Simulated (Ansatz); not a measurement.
C4H6F2, SMILES FCC=CCF, a ranking of conformers

Computed with the Ansatz DFT code, driven from Python.

Interactive session:
```pycon
>>> import ansatz as az
>>> from rdkit import Chem
>>> from rdkit.Chem import AllChem
>>> BASIS_SET = "cc-pVDZ"
>>> FUNCTIONAL = "hf"
>>> rd = Chem.AddHs(Chem.MolFromSmiles("FCC=CCF"))
>>> ids = list(AllChem.EmbedMultipleConfs(rd, numConfs=20, randomSeed=484, pruneRmsThresh=0.4))
>>> field = [energy for _, energy in AllChem.MMFFOptimizeMoleculeConfs(rd)]
>>> distinct = {round(e, 2): i for i, e in zip(ids, field)}
>>> chosen = sorted(distinct.items())[:5]
>>> found = []
>>> for force_field, index in chosen:
...     c4h6f2 = az.Crystal.molecule()
...     for atom, xyz in zip(rd.GetAtoms(), rd.GetConformer(index).GetPositions()):
...         c4h6f2 = c4h6f2.atom(atom.GetSymbol(), xyz.round(5).tolist())
...     job = (
...         c4h6f2.calculation()
...         .basis(gaussian=BASIS_SET)
...         .functional(FUNCTIONAL)
...     )
...     found.append(job.run(threads=1).report["free_energy_ev"])
...
>>> print("conformer   MMFF (kcal/mol)   this level (eV)")
conformer   MMFF (kcal/mol)   this level (eV)
>>> for (force_field, index), e in zip(chosen, found):
...     print(f"{index:9d} {force_field - chosen[0][0]:17.2f} {(e - min(found)):17.3f}")
...
        1              0.00             0.000
        2              1.84             0.152
        3              1.98             0.066
        8              2.68             0.098
        6              3.15             0.109
```

The conformers keep their force-field geometries. Run time: 9.7 s on 1 thread of Intel(R) Xeon(R) Platinum 8488C (Sapphire Rapids), on a shared host, peak memory 0.32 GiB.
